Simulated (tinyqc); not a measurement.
Inside a calculation. Method: geometry optimisation on the UHF/sto-3g surface (energies and gradients from PySCF), for CH2, spin multiplicity 3. One step of it, computed by the program tinyqc.

Task: Step 3: move. Quasi-Newton step p = -H^(-1) g (the inverse Hessian comes from BFGS updates; coordinates in the order x, y, z of each atom); steps longer than 0.5 bohr are cut back.

positions after step 2 (bohr):
```
,x,y,z
1C,-0.082474,-0.024923,0.057063
2H,0.042931,1.782280,0.974339
3H,-0.005811,-1.840505,1.011391
```

gradient (hartree/bohr):
```
,x,y,z
1C,0.00019415,0.00970463,0.00048929
2H,-0.00039230,-0.00666252,-0.00273351
3H,0.00019815,-0.00304211,0.00224422
```

inverse Hessian in use (bohr^2/hartree), lower triangle:
```
,1,2,3,4,5,6,7,8,9
1,1.667944
2,-0.002793,1.129833
3,0.012196,0.046497,1.773293
4,-0.000639,0.016334,-0.008116,1.666576
5,-0.005745,0.256128,-0.087695,-0.003804,1.584878
6,-0.005141,0.116683,-0.063312,-0.000328,-0.024191,1.666888
7,-0.000638,-0.013542,-0.004079,0.000730,0.009549,0.005469,1.666575
8,0.008537,0.280706,0.041198,-0.012530,-0.174340,-0.092492,0.003993,1.560300
9,-0.007055,-0.163180,-0.043314,0.008445,0.111886,0.063090,-0.001390,0.051294,1.646891
```

Give: positions after step 3.

Result:

positions after step 3 (bohr):
```
,x,y,z
1C,-0.0828,-0.0327,0.0552
2H,0.0433,1.7895,0.9772
3H,-0.0059,-1.8400,1.0104
```
